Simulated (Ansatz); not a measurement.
## CHNS, SMILES N#CS: the interaction energy of a dimer with the counterpoise correction, step by step

With Ansatz 0.2.0 through its Python package.

Run as a notebook:

```python
import ansatz
```

```python
BASIS = 'def2-SVP'
XC = 'pbe0'

FIRST = [
    ('N', (0.9904, -0.2251, 1.4991)),
    ('C', (0.3572, -0.2794, 0.488)),
    ('S', (-0.5242, -0.3899, -0.9767)),
    ('H', (-0.8235, 0.8944, -1.0103)),
]
SECOND = [
    ('N', (2.4134, -3.083, 0.2968)),
    ('C', (2.8569, -2.3516, -0.5365)),
    ('S', (3.4646, -1.271, -1.7187)),
    ('H', (3.7395, -2.2215, -2.591)),
]
```

```python
def energy(atoms, ghosts=()):
    molecule = ansatz.Crystal.molecule()
    for symbol, xyz in atoms:
        molecule = molecule.atom(symbol, xyz)
    calc = (
        molecule.calculation()
        .basis(gaussian=BASIS)
        .functional(XC)
        .accuracy('high')
    )
    deck = calc.input()
    if ghosts:
        deck = deck.set(ansatz.key.basis.gaussian.ghost_atoms, [{'symbol': s, 'position_ang': list(xyz)} for s, xyz in ghosts])
    return ansatz.Session.from_dict(deck).plan().execute().report['free_energy_ev']
```

```python
# monomers in their own basis and in the basis of the dimer
both = energy(FIRST + SECOND)
alone = energy(FIRST) + energy(SECOND)
ghosted = energy(FIRST, SECOND) + energy(SECOND, FIRST)
print(f'dimer {both:.6f} eV')
print(f'interaction, uncorrected   {(both - alone):8.3f} eV')
print(f'interaction, counterpoise  {(both - ghosted):8.3f} eV')
print(f'basis-set superposition    {(alone - ghosted):8.3f} eV')
```

    dimer -26730.676889 eV
    interaction, uncorrected      0.020 eV
    interaction, counterpoise     0.046 eV
    basis-set superposition       0.026 eV

Uncorrected it is 0.020 eV, with the counterpoise correction 0.046 eV; the difference, 0.03 eV, is the superposition error. In this basis both values are repulsive.

The settings weren't tested for convergence. The dimer is a generated trial pose of unrelaxed monomers, not a minimum, so the figure is no binding energy, and the basis set is small. This level lacks the dispersion part of the attraction (electrostatics and induction are there), which can decide the sign where the interaction is weak. The whole script took 22 s on 1 thread of Arm Neoverse V2, with other jobs on the host, peak memory 0.44 GiB.

(Lines on the test bed's own set-up are left out of the output.)
